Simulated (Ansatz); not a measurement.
Barrier HO + H2 via H3O, on the benchmark's geometries as Psi4's copy gives them; open shells unrestricted, no zero-point energy, no spin–orbit coupling.
Transition structure (charge 0, multiplicity 2, Z-matrix in Å and degrees):
```
O
H 1 0.9680
H 1 1.3166 2 97.20
H 3 0.8333 1 165.49 2 -0.08
```

The values were computed with Ansatz (Gaussian orbitals). 

The barrier height (kcal/mol) and the share of exact exchange:

```tsv
functional	exact exchange (%)	value
PBE/def2-TZVPPD	0	-6.18
PBE0/def2-TZVPPD	25	0.20
BLYP/def2-TZVPPD	0	-3.29
B3LYP/def2-TZVPPD	20	0.73
BHLYP/def2-TZVPPD	50	7.04
r2SCAN/def2-TZVPPD	0	-1.35
```

**Question.** Take the value as linear in the share of exact exchange along PBE and PBE0. Give the slope, say whether the sign turns, and set the other functionals against that line.

**Answer.** 
Slope: (0.20 − (-6.18))/2.5 = 2.55 kcal/mol for each 10 %. The line crosses zero at 24 %, where the sign would turn. At 50 % it gives 6.6 kcal/mol. The LYP pair gives (7.04 − (-3.29))/5 = 2.07 for each 10 %. BHLYP, at 50 %, lies 0.5 from the PBE line. B3LYP, at 20 %, lies 1.8 from the PBE line. r2SCAN, with none, stands 4.8 from PBE.

Ansatz is a quantum-chemistry and plane-wave program.
